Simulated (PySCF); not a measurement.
Which level of theory gave which numbers?

Compound: C₄H₇S (charge -1).
Cartesian coordinates in Å at the PBE0-D3(BJ)/def2-SVP level; atoms count from 1:
```xyz
12
C4H7S angstrom
C     -1.7336   -0.4154    0.6663
C     -0.7600    0.6946    0.4172
C      0.4144    0.5996   -0.2363
C      1.0769   -0.5968   -0.8318
S      2.6303   -0.9040    0.0721
H     -1.9238   -0.5607    1.7464
H     -1.3628   -1.3709    0.2678
H     -2.7201   -0.2218    0.2017
H     -1.0251    1.6662    0.8576
H      1.0357    1.5028   -0.2959
H      1.2640   -0.3911   -1.9085
H      0.3924   -1.4684   -0.8137
```

The closed-shell ground state was solved 6 times with PySCF (density fitting, gas phase), always with PBE0, in these basis sets: 6-31+G*, 6-31G*, aug-cc-pVDZ, def2-SVP, def2-SVPD and def2-TZVP. The geometry's basis has no diffuse functions, a weakness for an anion. Where the HOMO energy is positive, the finite basis confines the outermost electrons. No diffuse functions stand in 6-31G*, def2-SVP and def2-TZVP, which bears on an anion's orbital energies.

| row | total energy (Eh) | HOMO (eV) | LUMO (eV) |
| --- | --- | --- | --- |
| P | -554.5634 | 0.24 | 4.74 |
| Q | -554.5270 | -0.14 | 2.57 |
| R | -554.4678 | 0.59 | 5.37 |
| S | -554.4868 | -0.07 | 3.43 |
| T | -554.2824 | -0.14 | 4.03 |
| U | -554.2450 | 0.94 | 5.28 |

Which basis belongs to which row?

P = def2-TZVP, Q = aug-cc-pVDZ, R = 6-31G*, S = 6-31+G*, T = def2-SVPD, U = def2-SVP. From the lowest total energy up: def2-TZVP (203 functions) 0 eV; aug-cc-pVDZ (182 functions) +0.99 eV; 6-31+G* (108 functions) +2.08 eV; 6-31G* (88 functions) +2.60 eV; def2-SVPD (163 functions) +7.65 eV; def2-SVP (109 functions) +8.66 eV.

One conformer stands for the species.
